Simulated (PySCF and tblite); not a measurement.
The numbers below are computed, except where a source is named.
C4H8F2, numbered as in [CH3:1][CH:2]([CH3:3])[CH:4]([F:5])[F:6]. Free energies: CAM-B3LYP-D3(BJ)/def2-TZVP (IEF-PCM, chloroform) on PBE0-D3(BJ)/def2-SVP structures plus GFN2-xTB thermal terms, symmetry and mirror images included. Conformers within 3 kcal/mol (GFN2-xTB free energy) were kept, 8 at most. GIAO shieldings: wB97X-D/pcSseg-1 (IEF-PCM, chloroform). Shifts are against TMS (¹H), TMS (¹³C), CFCl3 (¹⁹F) at the same level. (PySCF 2.14, tblite 0.8.)

Torsions listed: C1–C2–C4–F5. Of a mirror pair one member is shown.

```
conformer  shape  point group  mirror pair  ΔE(DFT)  Δ(G−E) at 298.15 K  δ H4 (ppm)
        1   176°           Cs           no     0.00                0.00        5.39
        2    57°           C1          yes     0.18                0.03        5.80
```

Energies in kcal/mol; the thermal term leaves out symmetry numbers and mirror images.

(1) Work out the weights at 298.15 K and the ¹H shift of H4 under fast exchange.

Results:

(1) RT = 0.592 kcal/mol. Each conformer gets RT ln(σ/g), with σ the rotational symmetry number and g = 2 for a mirror pair: 1: σ = 1, g = 1, G = 0.00 + 0.00 + 0.00 = 0.00, 0.20 above the lowest, exp(−ΔG/RT) = 0.715; 2: σ = 1, g = 2, G = 0.18 + 0.03 − 0.41 = -0.20, 0.00 above the lowest, exp(−ΔG/RT) = 1.000. The sum is 1.715, so the weights are 41.7, 58.3 %. The averaged shift is 5.63 ppm. At 298.15 K the leading conformer alone gives 5.80 ppm and bare DFT energies give 5.56 ppm.
